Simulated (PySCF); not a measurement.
**B: ionisation energy**

B [He] 2s2 2p1 (2P) → B⁺ [He] 2s2 (1S), as a difference of total energies. All numbers are calculated (PySCF 2.14, the spin-free X2C one-electron Hamiltonian (Gaussian nucleus), in aug-cc-pVQZ-DK (6s5p4d3f2g, 80 functions)). Correlated levels: valence: 1s2 frozen. The calculations carry no spin-orbit coupling.

```json
{"method": "UHF", "ionisation energy (eV)": "8.039"}
{"method": "LDA", "ionisation energy (eV)": "8.642"}
{"method": "PBE", "ionisation energy (eV)": "8.671"}
{"method": "PBE0", "ionisation energy (eV)": "8.645"}
{"method": "r2SCAN", "ionisation energy (eV)": "8.768"}
{"method": "M06", "ionisation energy (eV)": "8.430"}
{"method": "PW91", "ionisation energy (eV)": "8.733"}
{"method": "MP2 (valence)", "ionisation energy (eV)": "8.288"}
{"method": "SCS-MP2 (valence)", "ionisation energy (eV)": "8.257"}
```

Question: Estimate what LC-wPBE gives.

Answer: 8.765 eV, closest to r2SCAN among the rows shown.

Question: Estimate what B2PLYP gives.

Answer: 8.502 eV, closest to M06 among the rows shown.

Errors of the correlated levels include the incompleteness of this basis and the frozen core.

For comparison: 8.297 eV (measured; NIST levels, between the centres of gravity of the two terms).
